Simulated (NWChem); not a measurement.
All runs are NWChem calculations. System: chlorine (Cl$_{2}$), charge 0, spin multiplicity 1, at a geometry optimised with PBE0/def2-SVP.

Input file:

```
start mol
memory heap 200 mb stack 800 mb global 1000 mb
geometry units angstroms nocenter noautoz noautosym
  Cl     0.000000     0.000000     1.012768
  Cl     0.000000     0.000000    -1.012768
end
basis spherical
  * library def2-svp
end
dft
  xc xpbe96 cpbe96
  semidirect memsize 60000000 filesize 0
  iterations 100
  convergence nolevelshifting
  cdft 1 1 charge -1.0 pop lowdin
end
task dft energy
```

The output up to the point where the run's verdict is printed (cleaned and shortened):

```
             Northwest Computational Chemistry Package (NWChem) 7.3.0
             --------------------------------------------------------

                                NWChem Input Module
                                -------------------

 Scaling coordinates for geometry "geometry" by  1.889725989
 (inverse scale =  0.529177249)

                             Geometry "geometry" -> ""
                             -------------------------

 Output coordinates in angstroms (scale by  1.889725989 to convert to a.u.)

  No.       Tag          Charge          X              Y              Z
 ---- ---------------- ---------- -------------- -------------- --------------
    1 Cl                  17.0000     0.00000000     0.00000000     1.01276800
    2 Cl                  17.0000     0.00000000     0.00000000    -1.01276800

 Effective nuclear repulsion energy (a.u.)      75.5021016466

            Nuclear Dipole moment (a.u.)
            ----------------------------
        X                 Y               Z
 ---------------- ---------------- ----------------
     0.0000000000     0.0000000000     0.0000000000


 Summary of "ao basis" -> "" (spherical)
 ------------------------------------------------------------------------------
       Tag                 Description            Shells   Functions and Types
 ---------------- ------------------------------  ------  ---------------------
 *                          def2-svp                  on all atoms

  pbe96 is a nonlocal functional; adding pw91lda local functional.

                                 NWChem DFT Module
                                 -----------------

 Summary of "ao basis" -> "ao basis" (spherical)
 ------------------------------------------------------------------------------
       Tag                 Description            Shells   Functions and Types
 ---------------- ------------------------------  ------  ---------------------
 Cl                         def2-svp                 8       18   4s3p1d

 Summary of "ao basis" -> "ao basis" (spherical)
 ------------------------------------------------------------------------------
[...]
 d= 0,ls=0.0,diis    74   -919.2454417810 -2.01D-03  5.62D-02  2.26D-02     4.7
 CDFT multipliers:
      1       -0.8897289902
      iter =    6
 d= 0,ls=0.0,diis    75   -919.2460158125 -5.74D-04  6.36D-03  2.31D-02     4.8
 CDFT multipliers:
      1       -0.8914935260
      iter =    6
 d= 0,ls=0.0,diis    76   -919.2459239295  9.19D-05  6.48D-03  2.48D-02     4.8
 CDFT multipliers:
      1       -0.8936841132
      iter =    6
 d= 0,ls=0.0,diis    77   -919.2465237702 -6.00D-04  1.39D-03  2.48D-02     4.9
 CDFT multipliers:
      1       -0.8967452050
      iter =    6
 d= 0,ls=0.0,diis    78   -919.2476973153 -1.17D-03  1.81D-02  2.28D-02     5.0
 CDFT multipliers:
      1       -0.9014674837
      iter =    6
 d= 0,ls=0.0,diis    79   -919.2485312257 -8.34D-04  4.62D-03  2.13D-02     5.0
 CDFT multipliers:
      1       -0.9171371725
      iter =    6
 d= 0,ls=0.0,diis    80   -919.2529246378 -4.39D-03  5.95D-02  1.51D-02     5.1
 CDFT multipliers:
      1       -0.8813956040
      iter =    6
 d= 0,ls=0.0,diis    81   -919.2430118369  9.91D-03  8.36D-04  2.70D-02     5.2
 CDFT multipliers:
      1       -0.8837210052
      iter =    5
 d= 0,ls=0.0,diis    82   -919.2438225487 -8.11D-04  5.11D-03  2.59D-02     5.2
 CDFT multipliers:
      1       -0.8823067305
      iter =    4
 d= 0,ls=0.0,diis    83   -919.2432746869  5.48D-04  7.19D-04  2.67D-02     5.3
 CDFT multipliers:
      1       -0.8838615695
      iter =    5
 d= 0,ls=0.0,diis    84   -919.2437665475 -4.92D-04  4.83D-02  2.59D-02     5.3
 CDFT multipliers:
      1       -0.8770217855
      iter =    6
 d= 0,ls=0.0,diis    85   -919.2402792776  3.49D-03  4.09D-02  3.49D-02     5.4
 CDFT multipliers:
      1       -0.8945169803
      iter =    8
 d= 0,ls=0.0,diis    86   -919.2467437229 -6.46D-03  4.48D-03  2.29D-02     5.4
 CDFT multipliers:
      1       -0.8978827822
      iter =   11
 d= 0,ls=0.0,diis    87   -919.2478525809 -1.11D-03  4.87D-02  2.10D-02     5.5
 CDFT multipliers:
      1       -0.8928401463
      iter =    8
 d= 0,ls=0.0,diis    88   -919.2467156322  1.14D-03  6.03D-02  2.13D-02     5.6
 CDFT multipliers:
      1       -0.9031330802
      iter =    9
 d= 0,ls=0.0,diis    89   -919.2496633109 -2.95D-03  5.83D-02  1.70D-02     5.6
 CDFT multipliers:
      1       -0.8984632121
      iter =    6
 d= 0,ls=0.0,diis    90   -919.2479583063  1.71D-03  8.31D-03  2.09D-02     5.7
 CDFT multipliers:
      1       -0.8939499789
      iter =    6
 d= 0,ls=0.0,diis    91   -919.2465997993  1.36D-03  4.14D-03  2.29D-02     5.8
 CDFT multipliers:
      1       -0.8971424673
      iter =    7
 d= 0,ls=0.0,diis    92   -919.2474359051 -8.36D-04  1.17D-02  2.20D-02     5.8
 CDFT multipliers:
      1       -0.8960460698
      iter =    6
 d= 0,ls=0.0,diis    93   -919.2473465569  8.93D-05  1.18D-02  2.14D-02     5.9
 CDFT multipliers:
      1       -0.9076919255
      iter =    9
 d= 0,ls=0.0,diis    94   -919.2506972880 -3.35D-03  4.97D-02  1.65D-02     6.0
 CDFT multipliers:
      1       -0.9112765775
      iter =    8
 d= 0,ls=0.0,diis    95   -919.2519680772 -1.27D-03  4.81D-02  1.49D-02     6.0
 CDFT multipliers:
      1       -0.9077444756
      iter =    7
 d= 0,ls=0.0,diis    96   -919.2508003655  1.17D-03  4.34D-02  1.67D-02     6.1
 CDFT multipliers:
      1       -0.9015234228
      iter =    7
 d= 0,ls=0.0,diis    97   -919.2490479486  1.75D-03  3.03D-04  1.84D-02     6.2
 CDFT multipliers:
      1       -0.9017403831
      iter =    7
 d= 0,ls=0.0,diis    98   -919.2491354150 -8.75D-05  9.04D-03  1.84D-02     6.3
 CDFT multipliers:
      1       -0.9052616668
      iter =    9
 d= 0,ls=0.0,diis    99   -919.2502254749 -1.09D-03  1.51D-02  1.69D-02     6.3
 CDFT multipliers:
      1       -0.9119767887
      iter =   11
 d= 0,ls=0.0,diis   100   -919.2519637416 -1.74D-03  6.01D-02  1.48D-02     6.4
  CDFT final multipliers
      1       -0.9017363057
```

The run did not converge; its last values are not results. The next line reads: Calculation failed to converge. NWChem stopped with the message: dft energy failed.
